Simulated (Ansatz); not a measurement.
Two shapes of singlet NF₃.

Shape 1:

```xyz
4

N    -0.0047    0.0139    0.5150
F     1.2402   -0.0272   -0.1564
F    -0.5929    1.0120   -0.0995
F    -0.5885   -1.0924   -0.0959
```

Shape 2:

```xyz
4

N     0.0000    0.0000    0.5046
F     1.3147    0.0000   -0.1308
F    -0.6574    1.1386   -0.1308
F    -0.6574   -1.1386   -0.1308
```

Basis set: def2-TZVP (spherical functions). Left uncorrelated: 4 orbitals. Charge 0, multiplicity 1.

Computed with Ansatz (development build ahead of 0.2.0); each method stands on the lowest determinant of its kind that the runs found.

Task: Which shape is lower in energy, and by how much in each method?

Result:

```
 method  E(2) − E(1) (eV)
    RHF             0.957
RHF-MP2             0.336
```

Shape 1 is lower.
